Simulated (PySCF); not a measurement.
Working out the electron affinity of Li

Li⁻ [He] 2s2 (1S) → Li [He] 2s1 (2S). Computed with PySCF 2.14 in aug-cc-pCVTZ-DK (7s6p4d2f, 59 functions), with the spin-free X2C one-electron Hamiltonian (Gaussian nucleus). Frozen: nothing. Energies in hartree (1 hartree = 27.21139 eV):

```json
{"part": "UHF", "Li⁻ (lower)": "-7.428822", "Li (upper)": "-7.433380"}
{"part": "MP2 opposite-spin", "Li⁻ (lower)": "-0.054262", "Li (upper)": "-0.036753"}
{"part": "MP2 same-spin", "Li⁻ (lower)": "-0.000498", "Li (upper)": "-0.000449"}
```

What does Hartree-Fock give?

(-7.433380) − (-7.428822) = -0.004558 hartree = -0.124 eV.

What do MP2 and SCS-MP2 (6/5 opposite-spin, 1/3 same-spin) give?

The opposite-spin parts differ by 0.476 eV and the same-spin parts by 0.001 eV. MP2: -0.124 + (0.476) + (0.001) = 0.353 eV. SCS-MP2: -0.124 + 1.2 × (0.476) + (0.001)/3 = 0.448 eV.

A first-order spin-orbit estimate adds 0.000 eV to MP2 (valence and next inner shell), giving 0.353 eV against 0.618 eV (measured; photodetachment measurements, as compiled on the Wikipedia data page of electron affinities).

What remains against the reference includes basis incompleteness and correlation beyond second order.
